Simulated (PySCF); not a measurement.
**Energy of Cl⁻ (chlorine, charge -1) between two integer charges**

The 3p beta orbital of [Ar] is emptied in steps (occupation f), with all orbitals relaxed, ending at [Ne] 3s2 3p5. Calculation: PySCF 2.14, in aug-pcseg-2; no relativity, point nucleus. The exact energy is a straight line in f; departures are measured from the line between the end points of the same method.

| f | LDA (eV) | PBE (eV) | PBE0 (eV) | r2SCAN (eV) | LC-wPBE (eV) | BHandHLYP (eV) | TPSS (eV) | MN15 (eV) |
| --- | --- | --- | --- | --- | --- | --- | --- | --- |
| 1 | 0.000 | 0.000 | 0.000 | 0.000 | 0.000 | 0.000 | 0.000 | 0.000 |
| 0.9 | -0.368 | -0.354 | -0.235 | -0.328 | 0.012 | -0.117 | -0.345 | -0.171 |
| 0.7 | -0.874 | -0.838 | -0.556 | -0.768 | 0.023 | -0.283 | -0.816 | -0.403 |
| 0.5 | -1.056 | -1.009 | -0.669 | -0.912 | 0.023 | -0.349 | -0.981 | -0.480 |
| 0.3 | -0.898 | -0.854 | -0.566 | -0.761 | 0.018 | -0.302 | -0.829 | -0.399 |
| 0.1 | -0.389 | -0.368 | -0.243 | -0.325 | 0.008 | -0.133 | -0.357 | -0.167 |
| 0 | 0.000 | 0.000 | 0.000 | 0.000 | 0.000 | 0.000 | 0.000 | 0.000 |

Q: For BHandHLYP, how does the orbital energy at f = 1 compare with the removal energy?

A: −ε = 2.172 eV against a total-energy difference of 3.439 eV. By Janak's theorem ε = ∂E/∂f, so the gap between them reflects the curvature. Along the path −ε is 2.376 (f = 0.9), 2.848 (f = 0.7), 3.384 (f = 0.5), 3.971 (f = 0.3), 4.602 (f = 0.1) eV.

```json
{"method": "LDA", "E(f=0) − E(f=1) (eV)": "3.946", "−ε at f=1 (eV)": "-0.101", "−ε at f=0.5 (eV)": "3.873"}
{"method": "PBE", "E(f=0) − E(f=1) (eV)": "3.662", "−ε at f=1 (eV)": "-0.237", "−ε at f=0.5 (eV)": "3.613"}
{"method": "PBE0", "E(f=0) − E(f=1) (eV)": "3.582", "−ε at f=1 (eV)": "0.997", "−ε at f=0.5 (eV)": "3.552"}
{"method": "r2SCAN", "E(f=0) − E(f=1) (eV)": "3.631", "−ε at f=1 (eV)": "-0.005", "−ε at f=0.5 (eV)": "3.653"}
{"method": "LC-wPBE", "E(f=0) − E(f=1) (eV)": "3.586", "−ε at f=1 (eV)": "3.738", "−ε at f=0.5 (eV)": "3.571"}
{"method": "BHandHLYP", "E(f=0) − E(f=1) (eV)": "3.439", "−ε at f=1 (eV)": "2.172", "−ε at f=0.5 (eV)": "3.384"}
{"method": "TPSS", "E(f=0) − E(f=1) (eV)": "3.599", "−ε at f=1 (eV)": "-0.206", "−ε at f=0.5 (eV)": "3.558"}
{"method": "MN15", "E(f=0) − E(f=1) (eV)": "3.629", "−ε at f=1 (eV)": "1.747", "−ε at f=0.5 (eV)": "3.639"}
```

At f = 1 the orbital energy is positive for LDA, PBE, r2SCAN, TPSS: only the finite basis holds the electron.

Reference removal energy between the ground levels: 3.613 eV (measured; photodetachment measurements, as compiled on the Wikipedia data page of electron affinities). The calculation has no spin-orbit coupling.
